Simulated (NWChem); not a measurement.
# LiH (SMILES [LiH]): levels of theory compared

We compute a comparison of 6 runs (BLYP/cc-pVTZ, CAM-B3LYP/cc-pVTZ, PBE0/cc-pVTZ, MP2/def2-TZVP, MP3/cc-pVTZ, CCSD/cc-pVTZ) of LiH. 

Program for the calculation: NWChem 7.3.0.

1 further run of the same task is left out (set aside as unsound or not needed).

**1. The molecule**

LiH has 2 atoms, charge 0, and is taken as a singlet. As SMILES, `[LiH]`. The bond length is the measured one.

Bond lengths: Li1–H2 1.596 Å.

**2. Energy and forces at BLYP/cc-pVTZ (run 1)**

The input, sp.xyz:

```xyz
2

Li     0.000000     0.000000     0.000000
H      0.000000     0.000000     1.595700
```

The input, run.py:

```python
from ase.io import read
from ase.calculators.nwchem import NWChem

mol = read('sp.xyz')

calc = NWChem(
    label='sp',
    theory='dft',
    memory='2200 mb',
    basis='cc-pVTZ',
    basispar='spherical bse',
    dft={'xc': 'becke88 lyp', 'mult': '1', 'grid': 'xfine', 'convergence': 'energy 1e-08', 'iterations': '100', 'mulliken': None, 'print': 'low'},
)
mol.calc = calc

forces = mol.get_forces()
e = mol.get_potential_energy()
print(f"E = {e:.6f} eV")
print("forces (eV/A):")
for s, f in zip(mol.symbols, forces):
    print(f"{s:2s} {f[0]:10.5f} {f[1]:10.5f} {f[2]:10.5f}")
```

Launch:

```console
$ export ASE_NWCHEM_COMMAND="nwchem PREFIX.nwi > PREFIX.nwo"
$ python run.py
```

The log of the run:

```text
E = -219.622906 eV
forces (eV/A):
Li   -0.00000   -0.00000   -0.00792
H     0.00000    0.00000    0.00792
```

The calculator wrote sp.nwi:

```
title "sp"

permanent_dir sp

scratch_dir sp

start sp

geometry units angstrom nocenter noautosym noautoz
  Li 0.0000000000000000e+00 0.0000000000000000e+00 0.0000000000000000e+00
  H  0.0000000000000000e+00 0.0000000000000000e+00 1.5956999999999999e+00
end

memory 2200 mb

basis spherical bse noprint
   * library cc-pVTZ
end

dft
  xc becke88 lyp
  mult 1
  grid xfine
  convergence energy 1e-08
  iterations 100
  mulliken
  print low
end

task dft gradient
```

sp.nwo:

```text
Northwest Computational Chemistry Package (NWChem) 7.3.0
             --------------------------------------------------------

           Job information
           ---------------

    nwchem branch   = 7.3.0
    use scalapack   = T
    input           = sp.nwi
    prefix          = sp.
    data base       = sp/sp.db
    status          = startup
    nproc           =        1

           Memory information
           ------------------

    heap     =     72089596 doubles =      550.0 Mbytes
    stack    =     72089601 doubles =      550.0 Mbytes
    global   =    144179200 doubles =     1100.0 Mbytes (distinct from heap & stack)
    total    =    288358397 doubles =     2200.0 Mbytes
    verify   = yes
    hardfail = no

[... 33 lines left out ...]
            Nuclear Dipole moment (a.u.)
[... 44 lines left out ...]
   convergence    iter        energy       DeltaE   RMS-Dens  Diis-err    time
[... 9 lines left out ...]
         Total DFT energy =       -8.070993002532
      One electron energy =      -12.451601439838
           Coulomb energy =        5.603756133817
    Exchange-Corr. energy =       -2.218028781301
 Nuclear repulsion energy =        0.994881084790
[... 14 lines left out ...]
     -------------------------------------------
      Total Density - Lowdin Population Analysis
     -------------------------------------------

    Atom       Charge   Shell Charges
 -----------   ------   -------------------------------------------------------
    1 Li   3     2.87   1.18  0.79  0.32  0.22  0.15  0.12  0.03  0.03  0.02  0.01
    2 H    1     1.13   0.22  0.45  0.45  0.00  0.01  0.00

                         DFT ENERGY GRADIENTS

    atom               coordinates                        gradient
                 x          y          z           x          y          z
   1 Li      0.000000   0.000000   0.000000    0.000000   0.000000   0.000154
   2 H       0.000000   0.000000   3.015436   -0.000000  -0.000000  -0.000154

 Task  times  cpu:        4.0s     wall:        4.0s
 Total times  cpu:        4.1s     wall:        4.1s
```

Wall time 5.4 s (1 thread of Intel Xeon Platinum 8259CL at 2.50GHz (Skylake/Cascade Lake), shared host); peak memory 0.12 GiB.

**3. Energy and gradient at CAM-B3LYP/cc-pVTZ (run 2)**

The input, work.nw:

```
echo
start work
memory 2200 mb

geometry noautosym nocenter noautoz
Li     0.000000     0.000000     0.000000
H      0.000000     0.000000     1.595700
end

basis "ao basis" spherical bse
* library cc-pVTZ
end

dft
xc xcamb88 1.00 lyp 0.81 vwn_5 0.19 hfexch 1.00
cam 0.33 cam_alpha 0.19 cam_beta 0.46
grid xfine
convergence energy 1e-08
direct
iterations 100
mulliken
end

task dft gradient
```

Launch:

```console
$ nwchem work.nw > work.out
```

The log of the run:

```text
[...]
          Wavefunction type:  closed shell.
          No. of atoms     :     2
          No. of electrons :     4
[...]
          Charge           :     0
          Spin multiplicity:     1
[...]
          AO basis - number of functions:    44
[...]
              XC Information
              --------------
                     Hartree-Fock (Exact) Exchange  1.000
                   CAM-Becke88 Exchange Functional  1.000
                      VWN V Correlation Functional  0.190 local
              Lee-Yang-Parr Correlation Functional  0.810
[...]
 d= 0,ls=0.0,diis     1     -8.0551573737 -9.05D+00  6.47D-03  3.04D-02     0.8
[...]
 d= 0,ls=0.0,diis     7     -8.0630904725 -9.72D-10  4.49D-07  2.11D-11     4.9
         Total DFT energy =       -8.063090472476
      One electron energy =      -12.458392169659
           Coulomb energy =        5.611487511927
    Exchange-Corr. energy =       -2.211066899534
 Nuclear repulsion energy =        0.994881084790
[...]
      Total Density - Mulliken Population Analysis
     ---------------------------------------------
    Atom       Charge   Shell Charges
 -----------   ------   -------------------------------------------------------
    1 Li   3     2.91   1.97  0.00  0.42  0.14  0.17  0.15  0.01  0.02  0.02  0.01
    2 H    1     1.09   0.22  0.50  0.36  0.00  0.00  0.00
[...]
  wavefunction    = closed shell
[...]
                         DFT ENERGY GRADIENTS
    atom               coordinates                        gradient
                 x          y          z           x          y          z
   1 Li      0.000000   0.000000   0.000000    0.000000   0.000000  -0.001223
   2 H       0.000000   0.000000   3.015436   -0.000000  -0.000000   0.001223
[...]
```

Wall time 8.1 s (1 thread of Intel Xeon Platinum 8259CL at 2.50GHz (Skylake/Cascade Lake), shared host); peak memory 0.11 GiB.

Runs 3 to 5 aren't shown in full; the table further down has their settings and results.

**4. A single-point energy at CCSD/cc-pVTZ (run 6)**

The input, run.py:

```python
from ase import Atoms
from ase.calculators.nwchem import NWChem

atoms = Atoms(['Li', 'H'], positions=[
    [0.000000, 0.000000, 0.000000],
    [0.000000, 0.000000, 1.595700],
])

calc = NWChem(
    label='struct',
    theory='ccsd',
    memory='2200 mb',
    basis='cc-pVTZ',
    basispar='spherical bse',
    scf={'nopen': '0', 'rhf': None, 'thresh': '1e-08', 'maxiter': '80'},
    ccsd={'maxiter': '60'},
    task='energy',
)
atoms.calc = calc

print(f"energy = {atoms.get_potential_energy():.6f} eV")
```

Launch:

```console
$ export ASE_NWCHEM_COMMAND="nwchem PREFIX.nwi > PREFIX.nwo"
$ python run.py
```

The log of the run:

```text
energy = -218.686431 eV
```

The calculator wrote struct.nwi:

```
title "struct"

permanent_dir struct

scratch_dir struct

start struct

geometry units angstrom nocenter noautosym noautoz
  Li 0.0000000000000000e+00 0.0000000000000000e+00 0.0000000000000000e+00
  H  0.0000000000000000e+00 0.0000000000000000e+00 1.5956999999999999e+00
end

memory 2200 mb

basis spherical bse noprint
   * library cc-pVTZ
end

scf
  nopen 0
  rhf
  thresh 1e-08
  maxiter 80
end
ccsd
  maxiter 60
end

task ccsd energy
```

struct.nwo:

```text
Northwest Computational Chemistry Package (NWChem) 7.3.0
             --------------------------------------------------------

           Job information
           ---------------

    nwchem branch   = 7.3.0
    use scalapack   = T
    input           = struct.nwi
    prefix          = struct.
    data base       = struct/struct.db
    status          = startup
    nproc           =        1

           Memory information
           ------------------

    heap     =     72089596 doubles =      550.0 Mbytes
    stack    =     72089601 doubles =      550.0 Mbytes
    global   =    144179200 doubles =     1100.0 Mbytes (distinct from heap & stack)
    total    =    288358397 doubles =     2200.0 Mbytes
    verify   = yes
    hardfail = no

[... 99 lines left out ...]
         Quadratically convergent ROHF
[... 14 lines left out ...]
       Final RHF  results
[... 4 lines left out ...]
      Two-electron energy =      3.486027241240
[... 21 lines left out ...]
                       ROHF Final Molecular Orbital Analysis
[... 181 lines left out ...]
 Total MP2 energy:             -8.025954981533758
[... 21 lines left out ...]
  Failed reading restart vector from struct/struct.t2
[... 3 lines left out ...]
             energy      energy      error      ampl     ampl      Block
[... 6 lines left out ...]
                  *************converged*************
[... 6 lines left out ...]
 Total CCSD energy:             -8.036578180722284
[... 1 line left out ...]
 --------------------------------
 Spin Component Scaled (SCS) CCSD
 --------------------------------
 Same spin contribution:                 -0.000326870976595
 Same spin scaling factor:                1.130000000000000
 Opposite spin contribution:             -0.049602075715111
 Opposite spin scaling fact.:             1.270000000000000
 SCS-CCSD correlation energy:            -0.063364000361743
 Total SCS-CCSD energy:                  -8.050013234392321

 routine      calls  cpu(0)   cpu-min  cpu-ave  cpu-max   i/o
 aoccsd          1     0.00     0.00     0.00     0.00    0.00
 iterdrv         1     0.01     0.01     0.01     0.01    0.00
 pampt          12     0.01     0.01     0.01     0.01    0.00
[... 9 lines of this table left out ...]
 Total                 5.94     5.94     5.94     5.94    0.00

 Task  times  cpu:        7.7s     wall:        7.7s
 Total times  cpu:        7.8s     wall:        7.8s
```

Wall time 9 s (1 thread of Intel Xeon Platinum 8259CL at 2.50GHz (Skylake/Cascade Lake), shared host); peak memory 0.1 GiB.

**5. Overview of the runs**

```tsv
run	level	integration grid	iteration cap	energy (Eh)	largest force (eV/Å)	wall time
1	BLYP/cc-pVTZ	xfine	100	-8.070993	0.008	5.4 s
2	CAM-B3LYP/cc-pVTZ	xfine	100	-8.063090	0.063	8.1 s
3	PBE0/cc-pVTZ	xfine	100	-8.051444	0.018	4.8 s
4	MP2/def2-TZVP	–	80	-8.036679	0.043	1.3 s
5	MP3/cc-pVTZ	–	80	-8.033681	–	3.9 s
6	CCSD/cc-pVTZ	–	80	-8.036578	–	9 s
```

**6. Outcome**

| quantity | value |
| --- | --- |
| run 6: total energy | -8.03658 Eh |
| run 6: HOMO energy (Hartree–Fock orbitals) | -8.20 eV |
| run 6: LUMO energy (Hartree–Fock orbitals) | -0.01 eV |
| run 6: HOMO–LUMO gap (Hartree–Fock orbitals) | 8.19 eV |
| run 6: correlation energy | -49.9 mEh |

**Reading.** Over runs 2, 3, 4 the dipole moment (its size) runs from 5.73 D (PBE0/cc-pVTZ) to 5.90 D (MP2/def2-TZVP). The two ends differ in method and basis. Totals of different functionals can't be ranked against each other. All runs together took 33 s, the longest 9 s.
